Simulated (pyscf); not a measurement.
Thermochemistry of product channels of `[NH2][SiH3]` + `[NH2]` [doublet] on the doublet surface, in kJ/mol, from ωB97M-D3(BJ)/def2-TZVP energies (ideal gas, 1 atm, RRHO with modes under 100 cm⁻¹ raised to 100, one conformer, R ln 2 for chiral ones without a mode under 150 cm⁻¹). PySCF, gas phase, ωB97X-D3(BJ)/def2-SVP geometries.

```
products                                       ΔE  ΔH(298 K)  ΔG(600 K)  ΔG(1200 K)
-----------------------------------------  ------  ---------  ---------  ----------
`[NH]=[SiH2]` + `[H]` [doublet] + `[NH3]`  +215.8     +205.6     +148.5       +89.4
`[NH2][SiH2][NH2]` + `[H]` [doublet]        -70.1      -71.3      -44.1       -25.3
`[NH][SiH2][NH2]` [doublet] + `[H][H]`      -32.6      -42.2      -27.2       -20.5
```

These are energies of the channels, which say nothing of barriers. HN=SiH₂ lies 76.0 kJ/mol over its isomer H₂N–SiH: [singlet] (electronic energy, ωB97M-D3(BJ)). •HN–SiH₂–NH₂ lies 77.2 kJ/mol over its isomer H₂N–SiH•–NH₂ (electronic energy, ωB97M-D3(BJ)).
